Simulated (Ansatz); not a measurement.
# C10H8: a ladder of functionals and wavefunction methods

The task here is to estimate one member of a computed series from the others.

Program: Ansatz 0.2.0, Gaussian basis. Level of theory: functionals in def2-TZVPP, the program's frozen cores in correlated methods. These are calculated values, not measurements.

Plan: LDA (SPW92), PBE-D4, revPBE-D4, BLYP-D4, r2SCAN-D4, B97M-V, PBE0-D4, B3LYP-D4, r2SCANh-D4, r2SCAN0-D4, HSE06-D4, BHLYP-D4, CAM-B3LYP-D4, LC-ωPBE, ωB97X-V, ωB97M-V, B2PLYP, PBE-QIDH; CCSD(T)/def2-SVP; CCSD(T)/def2-TZVPP; MP2/def2-QZVPP; extrapolation to the limit; RPA on PBE.

## The relaxed structure

An earlier PBE0-D4 in a triple-zeta def2 set relaxation fixed the geometry.

18 atoms, charge 0, spin multiplicity 1.

Atoms are counted from 1 here; the program's logs count them from 0.

Bond lengths: C1–C2 1.389 Å, C1–C10 1.389 Å, C1–H11 1.087 Å, C2–C3 1.389 Å, C2–H12 1.085 Å, C3–C4 1.383 Å, C3–H13 1.088 Å, C4–C5 1.397 Å, C4–C8 1.487 Å, C5–C6 1.396 Å, C5–H14 1.081 Å, C6–C7 1.396 Å, C6–H15 1.082 Å, C7–C8 1.397 Å, C7–H16 1.081 Å, C8–C9 1.383 Å, C9–C10 1.389 Å, C9–H17 1.088 Å and more. Angles: C2–C1–C10 129.9°, C2–C1–H11 115.0°, C10–C1–H11 115.0°, C1–C2–C3 128.6°, C1–C2–H12 115.6°, C3–C2–H12 115.7°, C2–C3–C4 129.0°, C2–C3–H13 115.8°, C4–C3–H13 115.2°, C3–C4–C5 125.9°, C3–C4–C8 127.5°, C5–C4–C8 106.6°, C4–C5–C6 108.4°, C4–C5–H14 125.2°, C6–C5–H14 126.4°, C5–C6–C7 109.9°, C5–C6–H15 125.0°, C7–C6–H15 125.0° and more.

The first run:

in.yaml

```yaml
crystal:
  periodic: [false, false, false]
  atoms:
    - {symbol: C, position_ang: [1.374058, -1.914205, 0.601942]}
    - {symbol: C, position_ang: [1.801179, -1.210430, -0.516739]}
    - {symbol: C, position_ang: [1.234449, -0.085445, -1.101485]}
    - {symbol: C, position_ang: [0.105765, 0.617383, -0.720725]}
    - {symbol: C, position_ang: [-0.410136, 1.747882, -1.359940]}
    - {symbol: C, position_ang: [-1.553841, 2.159861, -0.672622]}
    - {symbol: C, position_ang: [-1.790366, 1.309546, 0.409603]}
    - {symbol: C, position_ang: [-0.791581, 0.332406, 0.429742]}
    - {symbol: C, position_ang: [-0.678428, -0.692893, 1.351060]}
    - {symbol: C, position_ang: [0.282027, -1.692800, 1.431171]}
    - {symbol: H, position_ang: [1.988644, -2.769373, 0.869479]}
    - {symbol: H, position_ang: [2.696871, -1.590793, -0.997111]}
    - {symbol: H, position_ang: [1.745262, 0.300131, -1.980958]}
    - {symbol: H, position_ang: [0.014232, 2.214653, -2.237642]}
    - {symbol: H, position_ang: [-2.166057, 3.011714, -0.939130]}
    - {symbol: H, position_ang: [-2.603248, 1.383394, 1.118189]}
    - {symbol: H, position_ang: [-1.450755, -0.714804, 2.116633]}
    - {symbol: H, position_ang: [0.164324, -2.394925, 2.250234]}
basis:
  gaussian: {orbitals: def2-TZVPP}
hamiltonian: {xc: lda}
output: {orbitals: {seedname: orbitals}}
```

Run with:

```console
> ansatz run in.yaml --threads 2 --pin off --events-out ev --progress --plain --max-ram 22528MiB --backend cuda --devices 0, --max-vram 18GiB
```

Among the steps run: LDA; PBE-D4 (GGA); revPBE-D4 (GGA); BLYP-D4 (GGA); r2SCAN-D4 (meta-GGA); B97M-V (meta-GGA); PBE0-D4 (hybrid); B3LYP-D4 (hybrid); r2SCANh-D4 (hybrid); r2SCAN0-D4 (hybrid); HSE06-D4 (hybrid); BHLYP-D4 (hybrid); CAM-B3LYP-D4 (range-separated); LC-ωPBE (range-separated); ωB97X-V (range-separated); ωB97M-V (range-separated); B2PLYP (double hybrid); PBE-QIDH (double hybrid).

One of the session's tables, all rows but one given; the rest of the session is left out.

It belongs to the step «Frontier levels by functional». 

| functional | HOMO (eV) | LUMO (eV) | gap (eV) |
| --- | --- | --- | --- |
| LDA (SPW92) | -5.16 | -3.07 | 2.09 |
| PBE-D4 | -4.93 | -2.83 | 2.11 |
| revPBE-D4 | -4.85 | -2.74 | 2.12 |
| BLYP-D4 | -4.74 | -2.64 | 2.10 |
| r2SCAN-D4 | -5.04 | -2.73 | 2.31 |
| B97M-V | -4.99 | -2.64 | 2.35 |
| PBE0-D4 | -5.72 | -2.08 | 3.64 |
| B3LYP-D4 | -5.53 | -2.21 | 3.32 |
| r2SCANh-D4 | -5.34 | -2.45 | 2.89 |
| r2SCAN0-D4 | ? | ? | ? |
| HSE06-D4 | -5.34 | -2.44 | 2.90 |
| BHLYP-D4 | -6.32 | -1.15 | 5.17 |
| CAM-B3LYP-D4 | -6.75 | -1.10 | 5.66 |
| LC-ωPBE | -7.89 | -0.25 | 7.63 |
| ωB97X-V | -7.59 | -0.20 | 7.38 |
| ωB97M-V | -7.54 | -0.25 | 7.29 |

Estimate the missing values for r2SCAN0-D4.

Worked estimate for «HOMO (eV)». Against the share of exact exchange, r2SCAN-D4 (0, -5.04), r2SCANh-D4 (0.1, -5.34) give a slope of -3.00 per unit share; at 0.25 the line stands at -5.79.

The run gave: HOMO (eV): -5.80; LUMO (eV): -2.04; gap (eV): 3.76. In «HOMO (eV)» the line misses by +0.01.
